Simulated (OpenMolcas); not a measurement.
# BH3 (borane): levels of theory compared

We compute a comparison of 6 runs (HF/3-21G, M06-2X/3-21G, SVWN5/3-21G, r2SCAN/3-21G, CISD/3-21G, CCSD(T)/3-21G) of BH3 (borane). 

The results are computed with OpenMolcas 26.06.

### Step 1. The structure to begin with

BH3: 4 atoms, total charge 0, spin state singlet. As SMILES, `B`. The shape is that of a PBE0-D4/def2-TZVP optimisation.

Bond lengths: B1–H2 1.193 Å, B1–H3 1.193 Å, B1–H4 1.193 Å. Angles: H2–B1–H3 120.0°, H2–B1–H4 120.0°, H3–B1–H4 120.0°.

### Step 2. The energy at HF/3-21G (run 1)

Contents of test.inp:

```
&GATEWAY
BasLib=$CurrDir
Coord
4
bohr
B      0.02626719    -0.02853486    -0.00963760
H      1.85608900     0.72130846     1.07487622
H     -0.52194236    -2.21438107     0.08125822
H     -1.25553404     1.40765699    -1.18466931
Basis=3-21G
Group=NoSym
&SEWARD
&SCF
Thresholds=1e-10 1e-07 1e-07 1e-05
PrOrbitals=1 1
```

The basis set 3-21G is read from a file made from the Basis Set Exchange's data (not shown).

Command:

```
$ export MOLCAS_MEM=1860
$ pymolcas test.inp > test.log
```

Log:

```text
--- Start Module: gateway ---
[...]
--- Stop Module: gateway /rc=_RC_ALL_IS_WELL_ ---
--- Start Module: seward ---
[...]
      Basis functions           15
--- Stop Module: seward /rc=_RC_ALL_IS_WELL_ ---
--- Start Module: scf ---
[...]
       Convergence after   8 Iterations
[...]
::    Total SCF energy                                -26.2372526980
[...]
      Total spin, S                                     0.0000000000
[...]
      Total electronic charge=    8.000000
      Total            charge=   -0.000000
[...]
      Dipole Moment (debye):
      Origin of the operator (angstrom)=    0.0139   -0.0151   -0.0051
                   X=  8.9959E-05               Y= -4.9718E-05               Z= -2.0274E-04           Total=  2.2730E-04
      Quadrupole Moment (debye*angstrom):
[...]
--- Stop Module: scf /rc=_RC_ALL_IS_WELL_ ---
[...]
```

Run time: 1.6 s. Hardware: 1 thread of Arm Neoverse V1, shared host; peak memory 0.37 GiB.

### Step 3. A single-point energy at M06-2X/3-21G (run 2)

Contents of test.input:

```
&gateway
 baslib = $CurrDir
 coord
 4
 bohr
 B      0.02626719    -0.02853486    -0.00963760
 H      1.85608900     0.72130846     1.07487622
 H     -0.52194236    -2.21438107     0.08125822
 H     -1.25553404     1.40765699    -1.18466931
 basis = 3-21G
 group = NoSym

&seward
 gridinput
 Grid=UltraFine
 End of Grid

&scf
 ksdft = M062X
 thresholds = 1e-10 1e-07 1e-07 1e-05
 prorbitals = 1 1
```

The basis set 3-21G is read from a file made from the Basis Set Exchange's data (not shown).

Command:

```
$ export MOLCAS_MEM=1860
$ pymolcas test.input > test.log
```

Log:

```text
--- Start Module: gateway ---
[...]
--- Stop Module: gateway /rc=_RC_ALL_IS_WELL_ ---
--- Start Module: seward ---
[...]
      Basis functions           15
--- Stop Module: seward /rc=_RC_ALL_IS_WELL_ ---
--- Start Module: scf ---
[...]
       Convergence after   8 Iterations
[...]
::    Total KS-DFT energy                             -26.4335778977
[...]
      Total spin, S                                     0.0000000000
[...]
      Total electronic charge=    8.000000
      Total            charge=   -0.000000
[...]
      Dipole Moment (debye):
      Origin of the operator (angstrom)=    0.0139   -0.0151   -0.0051
                   X=  5.6940E-05               Y= -5.2691E-05               Z= -1.7250E-04           Total=  1.8914E-04
      Quadrupole Moment (debye*angstrom):
[...]
--- Stop Module: scf /rc=_RC_ALL_IS_WELL_ ---
[...]
```

Run time: 3.9 s. Hardware: 1 thread of Arm Neoverse V1, shared host; peak memory 0.37 GiB.

### Step 4. The energy at SVWN5/3-21G (run 3)

Contents of test.input:

```
&GATEWAY
  BASLIB=$CurrDir
  COORD
  4
  bohr
  B      0.02626719    -0.02853486    -0.00963760
  H      1.85608900     0.72130846     1.07487622
  H     -0.52194236    -2.21438107     0.08125822
  H     -1.25553404     1.40765699    -1.18466931
  BASIS=3-21G
  GROUP=NoSym

&SEWARD
  GRIDINPUT
  Grid=UltraFine
  End of Grid

&SCF
  KSDFT=SVWN5
  THRESHOLDS=1e-10 1e-07 1e-07 1e-05
  PRORBITALS=1 1
```

The basis set 3-21G is read from a file made from the Basis Set Exchange's data (not shown).

Command:

```
$ export MOLCAS_MEM=1860
$ pymolcas test.input > test.log
```

Log:

```text
--- Start Module: gateway ---
[...]
--- Stop Module: gateway /rc=_RC_ALL_IS_WELL_ ---
--- Start Module: seward ---
[...]
      Basis functions           15
--- Stop Module: seward /rc=_RC_ALL_IS_WELL_ ---
--- Start Module: scf ---
[...]
       Convergence after   8 Iterations
[...]
::    Total KS-DFT energy                             -26.1138910139
[...]
      Total spin, S                                     0.0000000000
[...]
      Total electronic charge=    8.000000
      Total            charge=   -0.000000
[...]
      Dipole Moment (debye):
      Origin of the operator (angstrom)=    0.0139   -0.0151   -0.0051
                   X=  6.1664E-05               Y= -1.8568E-05               Z= -1.3961E-04           Total=  1.5375E-04
      Quadrupole Moment (debye*angstrom):
[...]
--- Stop Module: scf /rc=_RC_ALL_IS_WELL_ ---
[...]
```

It took 2.9 s on 1 thread of Arm Neoverse V1, shared host; peak memory 0.37 GiB.

Runs 4 to 5 aren't shown in full; the table further down has their settings and results.

### Step 5. A single-point energy at CCSD(T)/3-21G (run 6)

Contents of test.input:

```
* BH3 CCSD(T)
>>> EXPORT MOLCAS_PRINT=2
&GATEWAY
BasLib = $CurrDir
Coord
4
bohr
B      0.02626719    -0.02853486    -0.00963760
H      1.85608900     0.72130846     1.07487622
H     -0.52194236    -2.21438107     0.08125822
H     -1.25553404     1.40765699    -1.18466931
Basis = 3-21G
Group = NoSym
&SEWARD
&SCF
Thresholds = 1e-10 1e-07 1e-07 1e-05
PrOrbitals = 1 1
&RASSCF
FileOrb = $Project.ScfOrb
Spin = 1
Nactel = 0 0 0
Inactive = 4
Ras2 = 0
OutOrbitals = Canonical
OrbListing = Nothing
&MOTRA
JobIph
Frozen = 1
&CCSDT
CCT
Triples = 2
Iterations = 80
Accuracy = 1e-08
Extrapolation = 5 4
```

The basis set 3-21G is read from a file made from the Basis Set Exchange's data (not shown).

Command:

```
$ export MOLCAS_MEM=1860
$ pymolcas test.input > test.log
```

Log:

```text
--- Start Module: gateway ---
[...]
--- Stop Module: gateway /rc=_RC_ALL_IS_WELL_ ---
[...]
      Basis functions           15
[...]
       Convergence after   8 Iterations
[...]
::    Total SCF energy                                -26.2372526980
[...]
      Total spin, S                                     0.0000000000
[...]
      Number of active orbitals                  0
[...]
      Spin quantum number                      0.0
[...]
      Active orbitals                            0
[...]
      Number of CSFs                             1
[...]
      Number of root(s) required                 1
[...]
      Convergence after  4 iterations
[...]
      Natural orbitals and occupation numbers for root  1
      ************************************************************************************************************************
      *                                                    Final results                                                     *
      ************************************************************************************************************************
[...]
::    RASSCF root number  1 Total energy:    -26.23725270
[...]
      Total electronic charge=    8.000000
      Total            charge=   -0.000000
[...]
      Dipole Moment (debye):
      Origin of the operator (angstrom)=    0.0139   -0.0151   -0.0051
                   X=  8.9959E-05               Y= -4.9718E-05               Z= -2.0274E-04           Total=  2.2730E-04
      Quadrupole Moment (debye*angstrom):
[...]
--- Start Module: motra ---
[...]
--- Stop Module: motra /rc=_RC_ALL_IS_WELL_ ---
--- Start Module: ccsdt ---
[...]
      Convergence after                    12  Iterations
      Total energy (diff) :     -26.30901252       0.00000000
[...]
 METHOD                       : CCSD+T(CCSD)+<T3(1)WT1> = CCSD(T)
[...]
       CCSD     =       -26.3090125180494
[...]
```

It took 2.2 s on 1 thread of Arm Neoverse V1, shared host; peak memory 0.37 GiB.

### Step 6. The series

| run | level | integration grid | frozen core orbitals | energy (Eh) | dipole moment (D) of the reference | HOMO energy (eV) | LUMO energy (eV) | wall time |
| --- | --- | --- | --- | --- | --- | --- | --- | --- |
| 1 | HF/3-21G | – | – | -26.237253 | 0.00 | -13.57 | 2.09 | 1.6 s |
| 2 | M06-2X/3-21G | UltraFine | – | -26.433578 | 0.00 | -11.23 | -0.71 | 3.9 s |
| 3 | SVWN5/3-21G | UltraFine | – | -26.113891 | 0.00 | -8.43 | -3.21 | 2.9 s |
| 4 | r2SCAN/3-21G | UltraFine | – | -26.426018 | 0.00 | -8.88 | -2.51 | 3.9 s |
| 5 | CISD/3-21G | – | 1 | -26.307433 | 0.00 | -13.57 | 2.09 | 1.8 s |
| 6 | CCSD(T)/3-21G | – | 1 | -26.309821 | 0.00 | -13.57 | 2.09 | 2.2 s |

### Step 7. What came out

| quantity | value |
| --- | --- |
| run 6: total energy | -26.30982 Eh |
| run 6: dipole moment (mean-field density) | 0.00 D |
| run 6: HOMO energy (Hartree–Fock orbitals) | -13.57 eV |
| run 6: LUMO energy (Hartree–Fock orbitals) | 2.09 eV |
| run 6: HOMO–LUMO gap (Hartree–Fock orbitals) | 15.66 eV |
| run 6: correlation energy (1 core orbital frozen) | -72.6 mEh |
| run 6: (T) correction | -0.81 mEh |

Below the HF energy at the same shape and in the same basis (3-21G): CISD -70.2 mEh; CCSD(T) -72.6 mEh. Over runs 1, 2, 3, 4 the HOMO–LUMO gap runs from 5.22 eV (SVWN5/3-21G) to 15.66 eV (HF/3-21G). Exact exchange widens orbital gaps. Totals of different functionals can't be ranked against each other. All runs together took 16 s, the longest 3.9 s.
